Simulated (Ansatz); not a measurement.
We consider 2H WS₂, described by PBE0+SOC in Ansatz (PAW).

Run with plane-wave cutoff 460 eV, 9×9×2 k mesh (along the axes of the cell as run), Fermi–Dirac smearing 0.01 eV, PAW data made under PBE.

Cell (measured lattice):

```
CELL_PARAMETERS angstrom
      3.15300     0.00000     0.00000
     -1.57650     2.73058     0.00000
      0.00000     0.00000    12.32300
ATOMIC_POSITIONS crystal
  W  0.66667 0.33333 0.75000
  W  0.33333 0.66667 0.25000
  S  0.66667 0.33333 0.12300
  S  0.33333 0.66667 0.87700
  S  0.33333 0.66667 0.62300
  S  0.66667 0.33333 0.37700
```

Predict the band gap, smallest direct gap on the k points sampled and Γ–Γ gap.


band gap: 2.10 eV (indirect)
smallest direct gap on the k points sampled: 2.74 eV
Γ–Γ gap: 3.49 eV

Note: cell and atoms aren't relaxed at this level (largest force component 0.23 eV/Å, pressure 0.5 GPa).

Computed values are for the static lattice.

Ansatz is a first-principles code.
